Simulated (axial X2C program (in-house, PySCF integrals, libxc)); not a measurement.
# HF along the bond: HF, with spin–orbit coupling

Calculated with an in-house all-electron X2C program for linear molecules (integrals from PySCF). Two-component (2c) means X2C with spin–orbit coupling and atomic mean-field two-electron Coulomb and Gaunt terms. Basis: F dyall-av3z [7s6p3d2f], H dyall-v3z [6s2p1d] (cores contracted in-house); Gaussian nuclei, density fitting, unrestricted open shells. Masses: F 18.998 u, H 1.008 u.

State: Ω = 0 (closed shell). Dipoles are positive if H is the positive end.

```csv
R (Å),μ (D),HOMO (eV),LUMO (eV)
0.799,1.701,-18.01,1.99
0.836,1.769,-17.90,1.95
0.864,1.821,-17.81,1.91
0.891,1.873,-17.74,1.87
0.919,1.927,-17.66,1.83
0.951,1.990,-17.57,1.77
0.983,2.054,-17.49,1.70
1.025,2.138,-17.38,1.60
1.075,2.242,-17.26,1.46
1.149,2.396,-17.10,1.22
```

Q: The minimum lies at 0.898 Å. What is the dipole moment there, and its slope?

A: At HF, 2c, with the sign and origin stated: μ = 1.89 D, dμ/dR = 1.93 D/Å.

The state is one determinant whose occupation by symmetry is held fixed; it was picked as the lowest of a PBE0 search that is not exhaustive. The closed shell is kept restricted, so the energy runs too high when the bond is stretched far.
